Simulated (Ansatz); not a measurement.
Born–Oppenheimer molecular dynamics of AlFH₅N (8 atoms, charge 0, multiplicity 1). It starts from a rough guess of a transition structure, not a stationary point.

Level of theory: UKS BLYP/6-31G in Ansatz 0.2.0.

```yaml
ensemble: NVE (velocity Verlet)
time_step: 0.5 fs
steps_asked: 150
starting_velocities_drawn_for: 100 K
seed: 633222
```

Frames 5 fs apart, positions in Å, forces in eV/Å.

Velocities at 15.0 fs (Å/ps):

```
Al 11.63 5.71 -1.06
N 3.82 -0.36 -0.08
H -7.56 40.89 13.53
H -6.00 29.64 -26.08
H -83.95 1.04 2.38
F -11.78 -9.47 1.58
H -14.18 -20.31 9.93
H -30.66 -20.75 -0.20
```

```xyz
8
Properties=species:S:1:pos:R:3:forces:R:3 time_fs=15.0 energy_less_start_eV=-1.063 T=1463
Al -0.194 -1.059 0.154 2.32 1.31 -0.31
N -0.227 1.084 -0.132 -2.01 0.84 0.32
H -0.664 -1.874 -1.157 -0.23 0.13 0.01
H -0.666 -1.386 1.652 -0.13 0.03 0.06
H 0.806 1.325 -0.141 -1.14 -0.71 -0.07
F 1.585 -0.455 -0.042 -0.54 -1.23 0.28
H -0.726 1.260 -1.047 0.81 0.17 0.71
H -0.772 1.606 0.631 0.93 -0.55 -1.01
8
Properties=species:S:1:pos:R:3:forces:R:3 time_fs=20.0 energy_less_start_eV=-1.110 T=1526
Al -0.127 -1.024 0.147 0.35 1.05 -0.12
N -0.259 1.077 -0.128 1.52 -0.67 -0.38
H -0.743 -1.683 -1.128 -0.35 -0.34 -0.57
H -0.723 -1.247 1.575 -0.20 -0.20 0.67
H 0.765 1.397 -0.137 -1.76 -0.74 0.07
F 1.526 -0.510 -0.032 1.53 -0.79 0.10
H -0.732 1.187 -0.997 -0.27 0.47 -1.58
H -0.829 1.471 0.567 -0.84 1.23 1.80
8
Properties=species:S:1:pos:R:3:forces:R:3 time_fs=25.0 energy_less_start_eV=-0.907 T=1263
Al -0.060 -0.982 0.140 -5.24 -0.65 0.32
N -0.309 1.063 -0.127 -1.52 1.07 -0.09
H -0.882 -1.553 -1.196 0.40 -0.04 0.38
H -0.808 -1.151 1.618 0.47 -0.17 -0.32
H 0.678 1.401 -0.119 -0.63 -0.12 0.21
F 1.488 -0.574 -0.022 5.17 0.23 -0.30
H -0.717 1.204 -1.104 0.28 0.14 1.52
H -0.911 1.488 0.669 1.07 -0.45 -1.72
8
Properties=species:S:1:pos:R:3:forces:R:3 time_fs=30.0 energy_less_start_eV=-0.775 T=1097
Al -0.037 -0.944 0.135 -6.63 -0.91 0.31
N -0.384 1.054 -0.129 4.04 -0.06 -0.19
H -0.938 -1.442 -1.194 0.56 -0.14 0.41
H -0.796 -1.097 1.610 0.52 -0.20 -0.28
H 0.629 1.429 -0.049 -1.49 -0.69 -0.18
F 1.512 -0.635 -0.015 5.81 0.47 -0.40
H -0.697 1.272 -1.040 -0.90 0.36 -1.60
H -0.890 1.492 0.573 -1.92 1.18 1.92
8
Properties=species:S:1:pos:R:3:forces:R:3 time_fs=35.0 energy_less_start_eV=-1.199 T=1641
Al -0.067 -0.913 0.132 -1.58 -0.09 -0.04
N -0.438 1.054 -0.131 -0.89 3.07 0.28
H -0.882 -1.375 -1.119 -0.20 -0.60 -0.65
H -0.675 -1.095 1.559 -0.10 -0.29 0.78
H 0.549 1.422 -0.002 -0.80 -0.14 -0.25
F 1.605 -0.692 -0.012 1.68 0.10 -0.11
H -0.796 1.369 -1.099 0.64 -0.71 1.42
H -1.066 1.584 0.607 1.25 -1.34 -1.43
8
Properties=species:S:1:pos:R:3:forces:R:3 time_fs=40.0 energy_less_start_eV=-1.252 T=1710
Al -0.114 -0.884 0.130 1.48 -0.40 0.03
N -0.505 1.087 -0.130 3.61 -0.59 -0.03
H -0.853 -1.433 -1.165 -0.15 -0.30 -0.24
H -0.563 -1.152 1.652 -0.13 -0.02 0.06
H 0.484 1.446 0.024 -1.00 -0.17 -0.18
F 1.720 -0.747 -0.011 -1.49 0.11 0.05
H -0.818 1.355 -1.022 -0.42 0.21 -2.26
H -1.113 1.489 0.500 -1.90 1.16 2.58
8
Properties=species:S:1:pos:R:3:forces:R:3 time_fs=45.0 energy_less_start_eV=-0.813 T=1146
Al -0.149 -0.859 0.128 2.37 -1.30 -0.03
N -0.556 1.123 -0.129 -0.75 1.08 0.15
H -0.855 -1.556 -1.259 0.25 0.39 0.78
H -0.483 -1.215 1.759 -0.13 0.29 -0.88
H 0.416 1.520 0.038 -1.12 -0.02 -0.08
F 1.818 -0.800 -0.010 -2.75 0.28 0.05
H -0.856 1.324 -1.153 0.33 -0.20 2.01
H -1.290 1.470 0.629 1.80 -0.54 -2.00
8
Properties=species:S:1:pos:R:3:forces:R:3 time_fs=50.0 energy_less_start_eV=-0.606 T=880
Al -0.163 -0.845 0.125 3.42 -1.05 -0.18
N -0.614 1.164 -0.127 4.49 -1.24 0.09
H -0.812 -1.598 -1.196 -0.03 0.39 0.35
H -0.439 -1.215 1.688 -0.36 0.24 -0.19
H 0.283 1.671 0.067 -0.58 -0.35 -0.23
F 1.883 -0.850 -0.008 -3.09 0.36 0.04
H -0.877 1.276 -1.058 -0.90 0.51 -2.37
H -1.266 1.408 0.521 -2.93 1.14 2.49
8
Properties=species:S:1:pos:R:3:forces:R:3 time_fs=55.0 energy_less_start_eV=-0.486 T=725
Al -0.146 -0.839 0.121 4.07 0.13 -0.01
N -0.647 1.192 -0.122 -2.08 0.84 0.00
H -0.786 -1.565 -1.073 -0.60 -0.26 -0.94
H -0.481 -1.163 1.589 -0.49 -0.01 1.00
H 0.176 1.820 0.077 -0.75 -0.49 -0.32
F 1.908 -0.896 -0.006 -3.14 0.41 0.04
H -1.004 1.309 -1.151 0.80 0.02 2.04
H -1.488 1.462 0.578 2.19 -0.66 -1.81
8
Properties=species:S:1:pos:R:3:forces:R:3 time_fs=60.0 energy_less_start_eV=-0.711 T=1016
Al -0.094 -0.834 0.117 2.57 -0.38 0.41
N -0.700 1.220 -0.117 4.06 -0.25 -0.34
H -0.871 -1.561 -1.116 0.09 0.27 -0.02
H -0.621 -1.099 1.662 0.12 0.19 -0.35
H 0.021 1.961 0.050 -0.13 -0.77 0.07
F 1.894 -0.936 -0.003 -3.04 0.43 0.07
H -1.028 1.358 -1.026 -0.55 0.03 -2.87
H -1.450 1.427 0.430 -3.13 0.48 3.03
8
Properties=species:S:1:pos:R:3:forces:R:3 time_fs=65.0 energy_less_start_eV=-0.834 T=1173
Al -0.020 -0.832 0.117 0.33 -0.33 0.23
N -0.736 1.247 -0.119 -2.14 0.84 -0.59
H -0.939 -1.505 -1.176 0.70 0.45 0.61
H -0.738 -0.998 1.676 0.62 0.09 -0.81
H -0.061 2.031 0.059 -0.35 -0.57 0.14
F 1.842 -0.971 0.001 -2.16 0.41 0.09
H -1.072 1.383 -1.164 0.51 -0.40 2.24
H -1.634 1.393 0.567 2.49 -0.50 -1.90
8
Properties=species:S:1:pos:R:3:forces:R:3 time_fs=70.0 energy_less_start_eV=-0.986 T=1371
Al 0.057 -0.832 0.118 -1.64 0.49 -0.09
N -0.791 1.279 -0.128 5.45 0.05 0.20
H -0.859 -1.354 -1.118 0.27 -0.07 -0.14
H -0.721 -0.879 1.529 0.32 -0.16 0.33
H -0.141 2.052 0.123 -0.26 -0.47 -0.22
F 1.764 -1.000 0.005 0.47 0.21 0.00
H -1.064 1.337 -1.048 -0.97 0.23 -3.05
H -1.506 1.264 0.482 -3.65 -0.28 2.98
```

Of the whole run (75 fs, mean temperature of the second half 1154 K): The conserved energy stayed within 1.1 meV per atom of its start (net change -0.041 meV per atom), so the integration is sound. The system heated up, since it started high on the potential surface and ran downhill. A run of 0.075 ps of so small a system gives no equilibrium averages. The orbitals stay closed-shell, which can raise the energy where a bond breaks towards radicals; this wasn't checked here. Limits of this set-up: no polarisation functions.

Run time: 4.1 min on 1 thread of Arm Neoverse V2, with other jobs on the host, peak memory 0.1 GiB.
